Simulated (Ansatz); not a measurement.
Start from MgO in the rock salt structure (space group Fm-3m, No. 225; a = 4.254 Å).

Calculations: Kohn–Sham DFT with the PBE functional, run in Ansatz (a first-principles code) with PAW and 420 eV plane waves, spin-orbit coupling left out, earlier PAW set.

The change: full substitution Mg → Sr, then cell and atoms are relaxed.

Measured lattice parameter a: MgO 4.189 Å (static lattice; corrected from measurement; as listed in Daniel Mejia-Rodriguez, S. B. Trickey, Phys. Rev. B (2018)); SrO 5.16 Å (room temperature; as listed in Juan A. Santana et al., The Journal of Chemical Physics (2016)).

Q: How well does PBE reproduce the measured shift?

A: With PBE the lattice parameter a moves by +0.941 Å (4.254 → 5.195) against +0.971 Å measured. The two measured values stand on different bases (one corrected, one not), which blurs small differences.

Stability against distortions was not tested.
